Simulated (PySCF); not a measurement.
Frontier orbitals and the lowest excitations

(NaH)3 ring, Na3H3.
Z-matrix (Å and degrees, PBE0-D3(BJ)/def2-SVP geometry), rows numbered from 1:
```
Na
H   1  2.0587
Na  2  2.0613  1  111.89
H   3  2.0559  2  127.92  1     0.31
Na  4  2.0574  3  112.18  2     0.03
H   1  2.0594  2  128.17  3    -0.31
```

Computed, not measured: TDDFT B3LYP/def2-SVPD, vertical, gas phase, core orbitals frozen in the response in PySCF.

Kohn–Sham orbitals with the atoms that hold most of them (Löwdin shares over 4%, at most four atoms):

| orbital | ε (eV) | atoms |
| --- | --- | --- |
| LUMO+2 | -0.31 | Na5 31%, Na3 31%, Na1 31% |
| LUMO+1 | -0.47 | Na1 57%, Na5 21%, Na3 13% |
| LUMO | -0.48 | Na3 48%, Na5 40%, H4 4% |
| HOMO | -5.41 | H2 33%, H6 25%, Na1 21%, Na3 12% |
| HOMO-1 | -5.42 | H4 38%, Na5 19%, Na3 16%, H6 14% |
| HOMO-2 | -6.29 | Na5 18%, Na3 18%, Na1 18%, H4 16% |
| HOMO-3 | -30.39 | Na1 43%, Na5 28%, Na3 26% |

Within 0.005 eV of a neighbour in this list lie HOMO-1/HOMO and LUMO/LUMO+1 (point group found: D3h); within a degenerate set the shares of single atoms can hang on how the components are chosen.

(1) How does S1 compare with the orbital gap of 4.94 eV?

Results:

(1) S1 is at 4.11 eV (f = 0.0000), 0.83 eV below the gap, made of HOMO-1/HOMO→LUMO/LUMO+1 (≥95%). 

Next come S2 at 4.34 eV (f 0.0002), HOMO-1/HOMO→LUMO+2 (99%); S3 at 4.34 eV (f 0.0001), HOMO-1/HOMO→LUMO+2 (99%); S4 at 4.40 eV (f 0.156), HOMO-1/HOMO→LUMO/LUMO+1 (≥97%); S5 at 4.40 eV (f 0.158), HOMO-1/HOMO→LUMO/LUMO+1 (≥97%).

Orbitals of the list HOMO-3 to LUMO+2 that lie within 0.01 eV of each other are written together with a slash and their weights summed (≥ marks a lower bound); for degenerate orbitals outside that list single weights are arbitrary.

Löwdin shares depend on the basis, the more so with diffuse functions.

On an Arm Neoverse V2 with one thread (shared host), this took 3.5 s.
